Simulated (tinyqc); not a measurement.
CCSD on RHF in the sto-3g basis, frozen core, for H2O, spin multiplicity 1, step by step (part 1 of 2). Computed by tinyqc, a small Python program that keeps every step (integrals from PySCF). Settings: charge = 0, multiplicity = 1, basis = sto-3g, method = RHF, frozen orbitals = 1, energy threshold = 1e-10, iteration cap = 65, orthogonalisation = symmetric, start = atomic densities, DIIS depth = 6, amplitude equations = CCSD, DIIS depth for amplitudes = 0, cap on updates = 51. Command: `OMP_NUM_THREADS=1 python tinyqc.py 26192 26193 out.jsonl` (the two numbers bound the seeds that draw the settings). One thread of a shared host (Intel(R) Xeon(R) Processor @ 2.60GHz), about 0.4 s of CPU time with the checks. The early iterations of the SCF are left out here.

## One-electron integrals

Geometry (angstrom):
```
atom         x          y         z
O     0.000000   0.000000  0.000000
H     0.000000   0.843000  0.580000
H     0.000000  -0.843000  0.580000
```

Basis sto-3g: exponents (1/bohr^2) and contraction coefficients of normalised primitives:
```
element  l (shell)    exponent  coefficient
O            s (1)  130.709320     0.154329
O            s (1)   23.808861     0.535328
O            s (1)    6.443608     0.444635
O            s (2)    5.033151    -0.099967
O            s (2)    1.169596     0.399513
O            s (2)    0.380389     0.700115
O            p (3)    5.033151     0.155916
O            p (3)    1.169596     0.607684
O            p (3)    0.380389     0.391957
H            s (1)    3.425251     0.154329
H            s (1)    0.623914     0.535328
H            s (1)    0.168855     0.444635
```

Overlap, kinetic and nuclear-attraction integrals over the contracted functions; the nuclear repulsion is the sum of Za Zb / Rab.

nuclear repulsion = 8.58828646 hartree

overlap S:
```
           1O 1s     1O 2s    1O 2px     1O 2py    1O 2pz     2H 1s      3H 1s
1O 1s   1.000000  0.236704  0.000000   0.000000  0.000000  0.046121   0.046121
1O 2s   0.236704  1.000000  0.000000   0.000000  0.000000  0.432493   0.432493
1O 2px  0.000000  0.000000  1.000000   0.000000  0.000000  0.000000   0.000000
1O 2py  0.000000  0.000000  0.000000   1.000000  0.000000  0.304541  -0.304541
1O 2pz  0.000000  0.000000  0.000000   0.000000  1.000000  0.209530   0.209530
2H 1s   0.046121  0.432493  0.000000   0.304541  0.209530  1.000000   0.195377
3H 1s   0.046121  0.432493  0.000000  -0.304541  0.209530  0.195377   1.000000
```

kinetic energy T (hartree):
```
            1O 1s      1O 2s    1O 2px     1O 2py    1O 2pz      2H 1s      3H 1s
1O 1s   29.003200  -0.168011  0.000000   0.000000  0.000000  -0.006216  -0.006216
1O 2s   -0.168011   0.808128  0.000000   0.000000  0.000000   0.099189   0.099189
1O 2px   0.000000   0.000000  2.528731   0.000000  0.000000   0.000000   0.000000
1O 2py   0.000000   0.000000  0.000000   2.528731  0.000000   0.194424  -0.194424
1O 2pz   0.000000   0.000000  0.000000   0.000000  2.528731   0.133768   0.133768
2H 1s   -0.006216   0.099189  0.000000   0.194424  0.133768   0.760032  -0.002037
3H 1s   -0.006216   0.099189  0.000000  -0.194424  0.133768  -0.002037   0.760032
```

nuclear attraction V (hartree):
```
             1O 1s       1O 2s     1O 2px      1O 2py      1O 2pz      2H 1s      3H 1s
1O 1s   -61.652758   -7.427903   0.000000    0.000000   -0.015399  -1.485757  -1.485757
1O 2s    -7.427903  -10.077257   0.000000    0.000000   -0.184983  -3.428331  -3.428331
1O 2px    0.000000    0.000000  -9.932469    0.000000    0.000000   0.000000   0.000000
1O 2py    0.000000    0.000000   0.000000  -10.078009    0.000000  -2.139773   2.139773
1O 2pz   -0.015399   -0.184983   0.000000    0.000000  -10.001363  -1.524480  -1.524480
2H 1s    -1.485757   -3.428331   0.000000   -2.139773   -1.524480  -5.561096  -1.216416
3H 1s    -1.485757   -3.428331   0.000000    2.139773   -1.524480  -1.216416  -5.561096
```

core Hamiltonian H = T + V (hartree):
```
             1O 1s      1O 2s     1O 2px     1O 2py     1O 2pz      2H 1s      3H 1s
1O 1s   -32.649558  -7.595914   0.000000   0.000000  -0.015399  -1.491973  -1.491973
1O 2s    -7.595914  -9.269129   0.000000   0.000000  -0.184983  -3.329143  -3.329143
1O 2px    0.000000   0.000000  -7.403738   0.000000   0.000000   0.000000   0.000000
1O 2py    0.000000   0.000000   0.000000  -7.549278   0.000000  -1.945348   1.945348
1O 2pz   -0.015399  -0.184983   0.000000   0.000000  -7.472632  -1.390712  -1.390712
2H 1s    -1.491973  -3.329143   0.000000  -1.945348  -1.390712  -4.801064  -1.218453
3H 1s    -1.491973  -3.329143   0.000000   1.945348  -1.390712  -1.218453  -4.801064
```

## Two-electron integrals

Functions are numbered as in S; the eight-fold symmetry (ij|kl) = (ji|kl) = (kl|ij) leaves the list below.

Two-electron integrals (ij|kl) in chemists' order, unique and non-zero (hartree):
```
(11|11) 4.785065    (21|11) 0.741380    (21|21) 0.136873    (22|11) 1.118947
(22|21) 0.256633    (22|22) 0.817206    (31|31) 0.024477    (32|31) 0.037809
(32|32) 0.180518    (33|11) 1.115814    (33|21) 0.256684    (33|22) 0.817023
(33|33) 0.880159    (41|41) 0.024477    (42|41) 0.037809    (42|42) 0.180518
(43|43) 0.047444    (44|11) 1.115814    (44|21) 0.256684    (44|22) 0.817023
(44|33) 0.785270    (44|44) 0.880159    (51|51) 0.024477    (52|51) 0.037809
(52|52) 0.180518    (53|53) 0.047444    (54|54) 0.047444    (55|11) 1.115814
(55|21) 0.256684    (55|22) 0.817023    (55|33) 0.785270    (55|44) 0.785270
(55|55) 0.880159    (61|11) 0.146513    (61|21) 0.026824    (61|22) 0.049983
(61|33) 0.049886    (61|41) 0.001020    (61|42) 0.001911    (61|44) 0.050088
(61|51) 0.000702    (61|52) 0.001315    (61|54) 0.000139    (61|55) 0.049982
(61|61) 0.005326    (62|11) 0.359634    (62|21) 0.083531    (62|22) 0.294884
(62|33) 0.289848    (62|41) 0.005170    (62|42) 0.039643    (62|44) 0.299911
(62|51) 0.003557    (62|52) 0.027275    (62|54) 0.006924    (62|55) 0.294611
(62|61) 0.016694    (62|62) 0.132200    (63|31) 0.008701    (63|32) 0.050795
(63|43) 0.008217    (63|53) 0.005654    (63|63) 0.018749    (64|11) 0.214500
(64|21) 0.050461    (64|22) 0.190210    (64|33) 0.181597    (64|41) 0.011436
(64|42) 0.074980    (64|44) 0.204270    (64|51) 0.001882    (64|52) 0.016639
(64|54) 0.009946    (64|55) 0.184550    (64|61) 0.010527    (64|62) 0.103584
(64|64) 0.098973    (65|11) 0.147580    (65|21) 0.034718    (65|22) 0.130868
(65|33) 0.124942    (65|41) 0.001882    (65|42) 0.016639    (65|44) 0.129234
(65|51) 0.009996    (65|52) 0.062244    (65|54) 0.011170    (65|55) 0.138281
(65|61) 0.007243    (65|62) 0.071267    (65|64) 0.055195    (65|65) 0.056725
(66|11) 0.502103    (66|21) 0.118517    (66|22) 0.480092    (66|33) 0.460736
(66|41) 0.009429    (66|42) 0.099926    (66|44) 0.499740    (66|51) 0.006488
(66|52) 0.068751    (66|54) 0.026836    (66|55) 0.479199    (66|61) 0.023893
(66|62) 0.271982    (66|64) 0.243255    (66|65) 0.167364    (66|66) 0.774606
(71|11) 0.146513    (71|21) 0.026824    (71|22) 0.049983    (71|33) 0.049886
(71|41) -0.001020   (71|42) -0.001911   (71|44) 0.050088    (71|51) 0.000702
(71|52) 0.001315    (71|54) -0.000139   (71|55) 0.049982    (71|61) 0.005235
(71|62) 0.016122    (71|64) 0.009303    (71|65) 0.007001    (71|66) 0.022809
(71|71) 0.005326    (72|11) 0.359634    (72|21) 0.083531    (72|22) 0.294884
(72|33) 0.289848    (72|41) -0.005170   (72|42) -0.039643   (72|44) 0.299911
(72|51) 0.003557    (72|52) 0.027275    (72|54) -0.006924   (72|55) 0.294611
(72|61) 0.016122    (72|62) 0.105263    (72|64) 0.057156    (72|65) 0.055084
(72|66) 0.175559    (72|71) 0.016694    (72|72) 0.132200    (73|31) 0.008701
(73|32) 0.050795    (73|43) -0.008217   (73|53) 0.005654    (73|63) 0.014370
(73|73) 0.018749    (74|11) -0.214500   (74|21) -0.050461   (74|22) -0.190210
(74|33) -0.181597   (74|41) 0.011436    (74|42) 0.074980    (74|44) -0.204270
(74|51) -0.001882   (74|52) -0.016639   (74|54) 0.009946    (74|55) -0.184550
(74|61) -0.009303   (74|62) -0.057156   (74|64) -0.017206   (74|65) -0.029271
(74|66) -0.085524   (74|71) -0.010527   (74|72) -0.103584   (74|74) 0.098973
(75|11) 0.147580    (75|21) 0.034718    (75|22) 0.130868    (75|33) 0.124942
(75|41) -0.001882   (75|42) -0.016639   (75|44) 0.129234    (75|51) 0.009996
(75|52) 0.062244    (75|54) -0.011170   (75|55) 0.138281    (75|61) 0.007001
(75|62) 0.055084    (75|64) 0.029271    (75|65) 0.042754    (75|66) 0.100297
(75|71) 0.007243    (75|72) 0.071267    (75|74) -0.055195   (75|75) 0.056725
(76|11) 0.121849    (76|21) 0.028539    (76|22) 0.108706    (76|33) 0.106333
(76|44) 0.108713    (76|51) 0.001940    (76|52) 0.017462    (76|55) 0.110953
(76|61) 0.005633    (76|62) 0.047474    (76|64) 0.032252    (76|65) 0.028782
(76|66) 0.099473    (76|71) 0.005633    (76|72) 0.047474    (76|74) -0.032252
(76|75) 0.028782    (76|76) 0.020833    (77|11) 0.502103    (77|21) 0.118517
(77|22) 0.480092    (77|33) 0.460736    (77|41) -0.009429   (77|42) -0.099926
(77|44) 0.499740    (77|51) 0.006488    (77|52) 0.068751    (77|54) -0.026836
(77|55) 0.479199    (77|61) 0.022809    (77|62) 0.175559    (77|64) 0.085524
(77|65) 0.100297    (77|66) 0.310578    (77|71) 0.023893    (77|72) 0.271982
(77|74) -0.243255   (77|75) 0.167364    (77|76) 0.099473    (77|77) 0.774606
```

## Orthogonalisation

S = U s U^T; symmetric (Loewdin) form X = U s^(-1/2) U^T, so that X^T S X = 1.

eigenvalues of S: 0.386551  0.460685  0.891266  1.000000  1.089017  1.343938  1.828543

X:
```
            1O 1s      1O 2s    1O 2px     1O 2py     1O 2pz      2H 1s      3H 1s
1O 1s    1.023959  -0.140333  0.000000   0.000000  -0.008329   0.020871   0.020871
1O 2s   -0.140333   1.202005  0.000000   0.000000   0.085370  -0.261175  -0.261175
1O 2px   0.000000   0.000000  1.000000   0.000000   0.000000   0.000000   0.000000
1O 2py   0.000000   0.000000  0.000000   1.100416   0.000000  -0.210574   0.210574
1O 2pz  -0.008329   0.085370  0.000000   0.000000   1.040472  -0.124253  -0.124253
2H 1s    0.020871  -0.261175  0.000000  -0.210574  -0.124253   1.167250  -0.068259
3H 1s    0.020871  -0.261175  0.000000   0.210574  -0.124253  -0.068259   1.167250
```

## Starting guess

The start is atomic minimal-basis densities projected into this basis (PySCF's MINAO start) and scaled to the electron count of each spin; this density is not idempotent, so its energy is not variational and may lie below the converged one.

D at the start:
```
            1O 1s      1O 2s    1O 2px     1O 2py     1O 2pz      2H 1s      3H 1s
1O 1s    2.143328  -0.488822  0.000000   0.000000   0.015588  -0.016890  -0.016890
1O 2s   -0.488822   2.084560  0.000000   0.000000  -0.080233   0.048223   0.048223
1O 2px   0.000000   0.000000  1.308194   0.000000   0.000000   0.000000   0.000000
1O 2py   0.000000   0.000000  0.000000   1.156680   0.000000   0.119490  -0.119490
1O 2pz   0.015588  -0.080233  0.000000   0.000000   1.246520   0.057808   0.057808
2H 1s   -0.016890   0.048223  0.000000   0.119490   0.057808   0.997332   0.059245
3H 1s   -0.016890   0.048223  0.000000  -0.119490   0.057808   0.059245   0.997332
```

## Iteration 8 (converged): orbitals

converged F (hartree):
```
             1O 1s      1O 2s     1O 2px     1O 2py     1O 2pz      2H 1s      3H 1s
1O 1s   -20.231958  -5.161316   0.000000   0.000000  -0.027300  -1.022352  -1.022352
1O 2s    -5.161316  -2.420655   0.000000   0.000000  -0.093566  -0.912418  -0.912418
1O 2px    0.000000   0.000000  -0.382685   0.000000   0.000000   0.000000   0.000000
1O 2py    0.000000   0.000000   0.000000  -0.277095   0.000000  -0.391293   0.391293
1O 2pz   -0.027300  -0.093566   0.000000   0.000000  -0.307923  -0.324498  -0.324498
2H 1s    -1.022352  -0.912418   0.000000  -0.391293  -0.324498  -0.491431  -0.295546
3H 1s    -1.022352  -0.912418   0.000000   0.391293  -0.324498  -0.295546  -0.491431
```

Diagonalise F' = X^T F X, C = X C', fill 5 alpha and 5 beta electrons from the bottom; D = 2 C_occ C_occ^T. Each column has its largest component positive (the first on a tie).

F' = X^T F X (hartree):
```
            1          2          3          4          5          6          7
1  -19.854347  -2.692633   0.000000   0.000000  -0.053614  -0.138446  -0.138446
2   -2.692633  -1.257946   0.000000   0.000000   0.105714  -0.467244  -0.467244
3    0.000000   0.000000  -0.382685   0.000000   0.000000   0.000000   0.000000
4    0.000000   0.000000   0.000000   0.009770   0.000000  -0.451523   0.451523
5   -0.053614   0.105714   0.000000   0.000000  -0.183218  -0.301100  -0.301100
6   -0.138446  -0.467244   0.000000  -0.451523  -0.301100   0.003716  -0.079900
7   -0.138446  -0.467244   0.000000   0.451523  -0.301100  -0.079900   0.003716
```

orbital energies (hartree): MO1 -20.240551, MO2 -1.230502, MO3 -0.592923, MO4 -0.429453, MO5 -0.382685, MO6 0.528811, MO7 0.686309

coefficients C:
```
              MO1        MO2        MO3        MO4       MO5        MO6        MO7
1O 1s    0.994266  -0.235880   0.000000   0.095673  0.000000  -0.125578   0.000000
1O 2s    0.025362   0.858576   0.000000  -0.496020  0.000000   0.790184   0.000000
1O 2px   0.000000   0.000000   0.000000   0.000000  1.000000   0.000000   0.000000
1O 2py   0.000000   0.000000   0.595850   0.000000  0.000000   0.000000   0.971885
1O 2pz   0.003572   0.102394   0.000000   0.782492  0.000000   0.705710   0.000000
2H 1s   -0.005320   0.154285   0.446523   0.296134  0.000000  -0.759244  -0.779871
3H 1s   -0.005320   0.154285  -0.446523   0.296134  0.000000  -0.759244   0.779871
```

D after iteration 8:
```
            1O 1s      1O 2s    1O 2px     1O 2py     1O 2pz      2H 1s      3H 1s
1O 1s    2.106713  -0.449520  0.000000   0.000000   0.108523  -0.026701  -0.026701
1O 2s   -0.449520   1.967664  0.000000   0.000000  -0.600256  -0.029115  -0.029115
1O 2px   0.000000   0.000000  2.000000   0.000000   0.000000   0.000000   0.000000
1O 2py   0.000000   0.000000  0.000000   0.710075   0.000000   0.532122  -0.532122
1O 2pz   0.108523  -0.600256  0.000000   0.000000   1.245582   0.495002   0.495002
2H 1s   -0.026701  -0.029115  0.000000   0.532122   0.495002   0.621821  -0.175711
3H 1s   -0.026701  -0.029115  0.000000  -0.532122   0.495002  -0.175711   0.621821
```

## Convergence

Stop when the energy changes by less than 1e-10 hartree and every element of the error matrix X^T (F D S - S D F) X is below 3e-06.

Course of the cycle:
```
iteration   E (hartree)     change  largest element of the error matrix
1          -75.33844756          -                             1.16e+00
2          -74.91928414   4.19e-01                             1.89e-01
3          -74.95710219  -3.78e-02                             2.28e-02
4          -74.95762462  -5.22e-04                             4.78e-03
5          -74.95765382  -2.92e-05                             1.52e-04
6          -74.95765391  -9.21e-08                             4.10e-05
7          -74.95765392  -6.06e-09                             1.80e-07
8          -74.95765392  -1.14e-13                             1.07e-10
```

PySCF RHF in the same basis = -74.95765392 hartree

Converged in 8 iterations.

## Populations, bond orders and dipole

Mulliken: Z minus the diagonal of D S on the atom; Loewdin: the same with S^(1/2) D S^(1/2); Mayer order: 2 sum_s sum (D(s) S)_ij (D(s) S)_ji over the two atoms.

Charges (e):
```
atom   Mulliken    Loewdin
1O    -0.321123  -0.229007
2H     0.160561   0.114504
3H     0.160561   0.114504
```

Mayer bond orders:
```
pair     order
2-1   0.958248
3-1   0.958248
3-2   0.015972
```

dipole moment about the origin, x y z (debye): 0.000000  0.000000  1.601383

## Integrals over molecular orbitals

(pq|rs) = sum C_ip C_jq C_kr C_ls (ij|kl), one index at a time.

one-electron integrals over orbitals h = C^T H C (hartree):
```
            1          2          3          4          5          6          7
1  -32.632328   0.563949   0.000000  -0.214709   0.000000   0.289895   0.000000
2    0.563949  -7.604090   0.000000   0.471534   0.000000  -1.309452   0.000000
3    0.000000   0.000000  -6.179227   0.000000   0.000000   0.000000  -1.757109
4   -0.214709   0.471534   0.000000  -6.850442   0.000000  -1.157573   0.000000
5    0.000000   0.000000   0.000000   0.000000  -7.403738   0.000000   0.000000
6    0.289895  -1.309452   0.000000  -1.157573   0.000000  -5.259239   0.000000
7    0.000000   0.000000  -1.757109   0.000000   0.000000   0.000000  -5.590762
```

Two-electron integrals over orbitals (pq|rs), unique and non-zero (hartree); the lowest 1 orbital is frozen and left out:
```
(22|22) 0.722148    (32|32) 0.139023    (33|22) 0.627627    (33|33) 0.611937
(42|22) -0.009340   (42|33) 0.005842    (42|42) 0.128362    (43|32) 0.025227
(43|43) 0.049373    (44|22) 0.675191    (44|33) 0.583378    (44|42) -0.102887
(44|44) 0.757680    (52|52) 0.147197    (53|53) 0.027336    (54|52) -0.044268
(54|54) 0.052290    (55|22) 0.749829    (55|33) 0.613387    (55|42) -0.072000
(55|44) 0.718302    (55|55) 0.880159    (62|22) 0.136936    (62|33) 0.068061
(62|42) 0.025787    (62|44) 0.081708    (62|55) 0.152224    (62|62) 0.097634
(63|32) -0.043937   (63|43) -0.033835   (63|63) 0.077659    (64|22) 0.107590
(64|33) 0.043668    (64|42) -0.031949   (64|44) 0.124753    (64|55) 0.127167
(64|62) 0.063245    (64|64) 0.076407    (65|52) 0.057033    (65|54) 0.001238
(65|65) 0.036712    (66|22) 0.596932    (66|33) 0.557801    (66|42) 0.055975
(66|44) 0.542087    (66|55) 0.577336    (66|62) 0.090318    (66|64) 0.046358
(66|66) 0.584219    (72|32) 0.047986    (72|43) -0.030715   (72|63) 0.032600
(72|72) 0.065283    (73|22) 0.152918    (73|33) 0.089806    (73|42) -0.073258
(73|44) 0.157805    (73|55) 0.196764    (73|62) 0.074742    (73|64) 0.084691
(73|66) 0.039844    (73|73) 0.153534    (74|32) -0.073339   (74|43) -0.003383
(74|63) 0.049754    (74|72) -0.017667   (74|74) 0.067380    (75|53) 0.023920
(75|75) 0.025229    (76|32) 0.096155    (76|43) 0.054194    (76|63) -0.070556
(76|72) -0.005212   (76|74) -0.058130   (76|76) 0.117330    (77|22) 0.618998
(77|33) 0.597459    (77|42) -0.018591   (77|44) 0.600306    (77|55) 0.622268
(77|62) 0.066747    (77|64) 0.046869    (77|66) 0.556233    (77|73) 0.100338
(77|77) 0.612512
```

## CCSD: starting amplitudes

t_ij^ab = <ij||ab> / (e_i + e_j - e_a - e_b), whose energy is MP2.

Starting amplitudes (spin orbitals 1a, 1b, ...; amplitudes related by a flip of all spins are not repeated):
```
from      to          t
3a 3b  7a 7b  -0.060010
4a 4b  6a 6b  -0.039867
3a 4b  6b 7a   0.037851
3a 3b  6a 6b  -0.034615
4a 4b  7a 7b  -0.030195
2a 2b  6a 6b  -0.027748
2a 3b  6a 7b  -0.024598
2a 4b  6a 6b  -0.023273
3a 4b  6a 7b  -0.022237
5a 5b  6a 6b  -0.020139
2a 2b  7a 7b  -0.017029
3a 4a  6a 7a   0.015614
2a 3a  6a 7a  -0.013869
5a 5b  7a 7b  -0.011800
2a 3b  6b 7a   0.010729
2a 4b  7a 7b   0.005826
```

correlation energy = -0.04025036 hartree

## CCSD: amplitude update 1

t_i^a D_i^a and t_ij^ab D_ij^ab are set to the remaining terms of the spin-orbital equations, evaluated with the old amplitudes; for the doubles these are <ij||ab> + 1/2 <ab||ef> t_ij^ef + 1/2 <mn||ij> t_mn^ab + P(ij)P(ab) <mb||ej> t_im^ae + terms in t^2 + terms with t1, D the orbital-energy denominators.

Amplitudes after update 1 (spin orbitals 1a, 1b, ...; amplitudes related by a flip of all spins are not repeated):
```
from      to          t
3a 3b  7a 7b  -0.075945
4a 4b  6a 6b  -0.050774
3a 4b  6b 7a   0.049227
3a 3b  6a 6b  -0.047031
4a 4b  7a 7b  -0.039577
3a 4b  6a 7b  -0.033490
2a 4b  6a 6b  -0.032456
2a 2b  6a 6b  -0.031427
2a 3b  6a 7b  -0.030960
5a 5b  6a 6b  -0.024882
2a 2b  7a 7b  -0.018813
2a 3b  6b 7a   0.017147
3a 4a  6a 7a   0.015737
2a 3a  6a 7a  -0.013813
5a 5b  7a 7b  -0.012912
4a        6a  -0.007833
2a 4b  7a 7b   0.005365
3a        7a  -0.002795
2a        6a  -0.000567
```

correlation energy = -0.05135758 hartree

## CCSD: amplitude update 2

As before.

Amplitudes after update 2 (spin orbitals 1a, 1b, ...; amplitudes related by a flip of all spins are not repeated):
```
from      to          t
3a 3b  7a 7b  -0.080914
4a 4b  6a 6b  -0.055505
3a 4b  6b 7a   0.053351
3a 3b  6a 6b  -0.051456
4a 4b  7a 7b  -0.043158
3a 4b  6a 7b  -0.038932
2a 4b  6a 6b  -0.035787
2a 3b  6a 7b  -0.032398
2a 2b  6a 6b  -0.032018
5a 5b  6a 6b  -0.026348
2a 3b  6b 7a   0.019780
2a 2b  7a 7b  -0.018808
3a 4a  6a 7a   0.014419
4a        6a  -0.012717
5a 5b  7a 7b  -0.012644
2a 3a  6a 7a  -0.012618
2a 4b  7a 7b   0.004743
3a        7a  -0.003327
2a        6a  -0.000440
```

correlation energy = -0.05499156 hartree
